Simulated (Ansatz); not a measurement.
`Cc1cc[nH]c1` from Hartree–Fock to CCSD(T)

Cartesian coordinates in Å:
```
C -1.7492 -0.7027 0.4744
C -0.4081 -0.1649 0.1113
C -0.1330 1.0262 -0.6132
C 1.2279 1.1444 -0.7249
N 1.7888 0.0740 -0.0979
C 0.8074 -0.7264 0.4135
H -2.3549 -0.9053 -0.4137
H -2.3106 0.0027 1.0940
H -1.6603 -1.6360 1.0339
H -0.8597 1.7196 -1.0089
H 1.8345 1.9000 -1.1976
H 2.7734 -0.1004 -0.0221
H 1.0437 -1.6312 0.9512
```

Charge 0, multiplicity 1. The structure was optimised at the PBE0-D4/def2-TZVP level. Frozen core, restricted reference, Ansatz 0.2.0. CBS rows extrapolate triple and quadruple zeta; past MP2 they add the triple-zeta difference.

| basis | HF (Eh) | MP2 corr. | CCSD corr. | (T) | CCSD(T) total |
| --- | --- | --- | --- | --- | --- |
| def2-SVP | -247.67041 | -0.83676 | -0.87932 | ? | ? |
| def2-TZVPP | -247.94272 | -1.02004 | -1.04656 | ? | ? |
| def2-QZVPP | ? | -1.08566 | – | – | – |
| CBS(def2) | ? | -1.13426 | -1.16078 | as TZ | ? |

Fill in the withheld values. (Estimate.)

Computed: def2-SVP (T): -0.03416; def2-SVP CCSD(T) total: -248.58389; def2-TZVPP (T): -0.05115; def2-TZVPP CCSD(T) total: -249.04043; def2-QZVPP HF (Eh): -247.95390; CBS(def2) HF (Eh): -247.95544; CBS(def2) CCSD(T) total: -249.16737.
